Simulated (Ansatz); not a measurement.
The input, for Ansatz 0.2.0:

```yaml
crystal:
  periodic: [false, false, false]
  atoms:
    - {symbol: C, position_ang: [0.000000, -1.073410, 0.865441]}
    - {symbol: S, position_ang: [0.000000, 0.371013, 1.620380]}
    - {symbol: Ga, position_ang: [0.000000, 0.042988, -0.915506]}
    - {symbol: H, position_ang: [0.000000, -1.985620, 1.468138]}
basis:
  gaussian: {orbitals: cc-pVDZ}
magnetization: {spin_polarized: true, initial_magnetization: 0}
correlation: {method: mp2, electrons: outside_noble_gas}
```

```sh
$ ansatz run in.yaml --threads 1 --pin off --events-out ev --progress --plain --max-ram 2393MiB
```

Log:

```
694 factors; integrals over basis functions are off by at most 1.1e-3 eV
mean field evaluation 1: about -64195.2483 eV, gradient 8.7e0 eV
mean field evaluation 2: about -64195.2895 eV, gradient 8.7e0 eV
mean field evaluation 4: about -64196.0121 eV, gradient 1.6e0 eV
mean field evaluation 8: about -64196.0377 eV, gradient 1.5e-1 eV
mean field evaluation 16: about -64195.8296 eV, gradient 1.7e0 eV
mean field evaluation 32: about -64196.0358 eV, gradient 1.0e-1 eV
mean field evaluation 64: about -64194.5228 eV, gradient 3.9e-1 eV
mean field -64196.03836495 eV, -2359.1608962742 hartree, gradient 1.3e-6 eV, S^2 0.000000; 8 other end points of the search recorded, 0 dependent functions left out
20 core orbitals not correlated: weight in the atoms' cores, before any rotation towards them, 0.988 or more for the frozen orbitals, at most 0.017 for the correlated occupied ones
reference -64196.03836495 eV, -2359.1608962742 hartree; 7, 7 occupied and 37, 37 virtual orbitals, 694 factors
second order -8.30200472 eV of doubles, -0.00000000 eV of singles
Total energy: -64204.34036967 eV, -2359.4659893205 hartree
```

Ran on 1 thread of Arm Neoverse V1, shared host: 6 s wall, 0.14 GiB peak host memory.
